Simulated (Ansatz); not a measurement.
Zinc-blende InAs: LA phonon frequency at L by level of theory

No measured value is used here.

```csv
level (code),value (cm⁻¹),cell (Å³/atom)
LDA (Ansatz),151,27.35
PBE (Ansatz),143,29.59
r²SCANh (Ansatz),155,28.24
Hartree–Fock (Ansatz),?,29.43
```

Complete the blanks.


- Hartree–Fock (Ansatz, a program for electronic structure), value (cm⁻¹): 166

LDA, PBE: the solid has no gap at this level, which affects its response. Each level is taken at its own relaxed cell. Cutoffs and k meshes differ between the levels. Ansatz's density-functional and Hartree–Fock values are scalar-relativistic unless marked +SOC, with PAW data made under PBE.
